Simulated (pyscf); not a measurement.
•HC=O, doublet

Gas-phase minimum from PySCF at ωB97X-D3(BJ)/def2-SVP, one conformer. 

SMILES: [CH]=O
```xyz
3

C      0.8180    -0.1122    -0.1888
O      1.6239     0.7341    -0.3111
H      0.4886    -0.5433     0.8080
```
Charge 0, spin multiplicity 2.

Bonds (Å): C1–O2 1.175, C1–H3 1.135. Bond angles (°): O2–C1–H3 124.3.

Properties at ωB97X-D3(BJ)/def2-SVP:

- Harmonic wavenumbers, unscaled = 1119, 2012, 2726 cm⁻¹
- Zero-point energy = 8.4 kcal/mol
- Rotational symmetry number = 1
- Entropy of this conformer at 298 K and 1 atm, rigid rotor and harmonic oscillator, modes under 100 cm⁻¹ raised to 100 = 224.3 J/(mol K)
- Dipole moment = 1.61 D
- Spin expectation value S2 = 0.753

Single-point totals, which compare only within one level (frozen core for MP2 and CC):

```csv
level,total energy (hartree)
ωB97X-D3(BJ)/def2-TZVP,-113.92467
PBE/def2-TZVP,-113.77535
r²SCAN/def2-TZVP,-113.84108
B3LYP-D3(BJ)/def2-TZVP,-113.90526
PBE0-D3(BJ)/def2-TZVP,-113.77199
M06-2X/def2-TZVP,-113.85009
ωB97M-D3(BJ)/def2-TZVP,-113.92734
UHF/def2-TZVPP,-113.29769
MP2/def2-TZVPP,-113.66361
CCSD/def2-TZVPP,-113.67094
CCSD(T)/def2-TZVPP,-113.68775
```

The CCSD(T) − MP2 part came from Ansatz, without density fitting, on the same reference.
